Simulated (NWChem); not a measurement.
CH, doublet; SMILES [CH]

Program: NWChem. Pople sets run with spherical d functions. Spin-unrestricted. The state is orbitally degenerate and is run as one real component. All runs use the structure optimised with PBE0/def2-SVP, spin-unrestricted. No stability test was run on the SCF state. Level: PBE/6-31G* with COSMO at NWChem's default radii, gas-phase geometry; the question gives the dielectric constant. Reactions with the solvent are ignored.

Q: What does the run give for dielectric constant 2.0? Quantities: electrostatic solvation energy (kcal/mol); dipole in solution (D).

A: 
- electrostatic solvation energy (kcal/mol): -1.3
- dipole in solution (D): 1.54
